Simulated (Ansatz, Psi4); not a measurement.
# Worked example: the enthalpy of formation of C3H3 (propargyl radical)

C3H3: 6 atoms, total charge 0, spin state doublet. SMILES: `[CH]=C=C`. The coordinates come from a PBE0-D4/def2-TZVP relaxation.

```xyz
6

C    -1.2974   -0.3720   -0.6607
C    -0.2433   -0.0698   -0.1240
C     0.9337    0.2678    0.4753
H    -2.2160   -0.6357   -1.1281
H     1.8651    0.2344   -0.0758
H     0.9580    0.5754    1.5132
```

Total energies at USVWN5/def2-SVPD (Psi4 1.11); the atoms run unrestricted:

```
species    state  energy (Eh)
   C3H3  doublet  -114.823510
      C  triplet   -37.422791
      H  doublet    -0.477468
```

Harmonic wavenumbers at UPBE0-D4/def2-TZVP, in cm⁻¹: 359, 408, 472, 643, 690, 1025, 1100, 1451, 2017, 3166, 3260, 3474.

Measured heats of formation of the gaseous atoms at 298.15 K, in kJ/mol: C 716.9, H 218.0. Take 1 Eh = 2625.50 kJ/mol, 1 cm⁻¹ = 0.0119627 kJ/mol, RT = 2.479 kJ/mol.

Problem. Work out the heat of formation of the gas at 298 K.

Solution. 
1. Electronic atomisation energy: 3 × (-37.422791) + 3 × (-0.477468) − (-114.823510) = 1.122733 Eh = 2947.7 kJ/mol.
2. Zero-point energy: half the sum of the wavenumbers, 9032.5 cm⁻¹ = 108.1 kJ/mol.
3. Thermal vibrational enthalpy, Σ hcν̃/(exp(hcν̃/kT) − 1): 3.2 kJ/mol. Translation, rotation and pV of a non-linear molecule: 4 RT = 9.9 kJ/mol.
4. The 6 free atoms carry 5/2 RT each: 37.2 kJ/mol.
5. Spin-orbit coupling lowers the free atoms by 3 × 0.02 = 0.1 kJ/mol.
6. Atomisation enthalpy at 298 K: 2947.7 − 0.1 − 108.1 − 3.2 − 9.9 + 37.2 = 2863.6 kJ/mol.
7. Sum of the atoms' heats of formation: 2804.7 kJ/mol. Heat of formation: 2804.7 − 2863.6 = -58.9 kJ/mol.

The tabulated value is +351.5 kJ/mol (Active Thermochemical Tables), so this level is off by -410.4 kJ/mol, or 16.7 % of the atomisation enthalpy that the table implies (2453.1 kJ/mol). The LDA overbinds, which puts heats of formation too low. Anharmonicity and any spin-orbit splitting of the molecule are left out.
